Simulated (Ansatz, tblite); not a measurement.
**CrF2: charged states by level of theory**

One table from this session's results is given with a row withheld; the runs are named, their logs left out.

Program: Ansatz 0.2.0, Gaussian basis. Level of theory: as each input shows. These are calculated values, not measurements.

Levels to be run: charge +1 quartet, at the geometry of the quintet (PBE0-D4/def2-TZVP, PBE-D4/def2-TZVP, r2SCAN-D4/def2-TZVP, HF/def2-TZVP, ωB97M-V/def2-TZVP, LC-ωPBE/def2-TZVP, BLYP-D4/def2-TZVP, BHLYP-D4/def2-TZVP, CCSD(T)/def2-TZVPP); charge +1 quartet, relaxed (PBE0-D4/def2-TZVP, PBE-D4/def2-TZVP); charge -1 sextet, at the geometry of the quintet (PBE0-D4/def2-TZVPD, PBE-D4/def2-TZVPD, r2SCAN-D4/def2-TZVPD, CCSD(T)/def2-TZVPD); the starting quintet's energies come from earlier runs.

22 further runs of the same task are left out: 1 for a known fault of the program, 21 that didn't finish.

## The geometry

The geometry is that of the quintet, from an earlier relaxation (B3LYP-D4/def2-TZVP).

3 atoms, charge 0, spin multiplicity 5.

Atoms are counted from 1 here; the program's logs count them from 0.

Bond lengths: Cr1–F2 1.776 Å, Cr1–F3 1.776 Å. Angles: F2–Cr1–F3 137.5°.

Coordinates:

```csv
atom,x (Å),y (Å),z (Å)
Cr1,-0.3721,-0.2142,-0.0059
F2,0.1706,0.0880,1.6580
F3,0.2015,0.1262,-1.6520
```

Formally the metal is d4. No spin-orbit coupling is included.

Set-up of the first run:

Contents of in.yaml:

```yaml
crystal:
  periodic: [false, false, false]
  atoms:
    - {symbol: Cr, position_ang: [-0.372145, -0.214170, -0.005941]}
    - {symbol: F, position_ang: [0.170631, 0.087976, 1.657959]}
    - {symbol: F, position_ang: [0.201514, 0.126184, -1.652008]}
basis:
  gaussian: {orbitals: def2-TZVP}
total_charge: 1
magnetization: {spin_polarized: true, initial_magnetization: 3}
hamiltonian: {xc: pbe0, dispersion: d4}
output: {orbitals: {seedname: orbitals}}
```

On the command line:

```console
ansatz run in.yaml --threads 2 --pin off --events-out ev --progress --plain --max-ram 4352MiB
```

Among the steps run: Charge +1 quartet at the fixed geometry, PBE0-D4/def2-TZVP; Charge +1 quartet at the fixed geometry, PBE-D4/def2-TZVP; Charge +1 quartet at the fixed geometry, r2SCAN-D4/def2-TZVP; Charge +1 quartet at the fixed geometry, HF/def2-TZVP; Charge +1 quartet at the fixed geometry, ωB97M-V/def2-TZVP; Charge +1 quartet at the fixed geometry, LC-ωPBE/def2-TZVP; Charge +1 quartet at the fixed geometry, BLYP-D4/def2-TZVP; Charge +1 quartet at the fixed geometry, BHLYP-D4/def2-TZVP; Charge +1 quartet at the fixed geometry, CCSD(T)/def2-TZVPP; Relaxing the charge +1 quartet; Charge +1 quartet, PBE0-D4/def2-TZVP; Charge +1 quartet, PBE-D4/def2-TZVP; Charge -1 sextet at the fixed geometry, PBE0-D4/def2-TZVPD; Charge -1 sextet at the fixed geometry, PBE-D4/def2-TZVPD; Charge -1 sextet at the fixed geometry, r2SCAN-D4/def2-TZVPD; Charge -1 sextet at the fixed geometry, CCSD(T)/def2-TZVPD.

One table of the session follows, with a row left open; its other results are not shown here.

It belongs to the step «Vertical electron affinity». 

```
              method  vertical electron affinity (eV)
       HF/def2-TZVPD                             0.72
   PBE-D4/def2-TZVPD                             1.09
r2SCAN-D4/def2-TZVPD                             1.18
  PBE0-D4/def2-TZVPD                                ?
      MP2/def2-TZVPD                             0.97
     CCSD/def2-TZVPD                             1.07
  CCSD(T)/def2-TZVPD                             1.07
```

Q: Estimate the row for PBE0-D4/def2-TZVPD from the others.

The run gave: vertical electron affinity (eV): 1.16. In the column «vertical electron affinity (eV)» it lies between PBE-D4/def2-TZVPD (1.09) and r2SCAN-D4/def2-TZVPD (1.18).

To keep in mind: The anion's highest level is positive in at least one run, so there the basis alone may hold the extra electron.
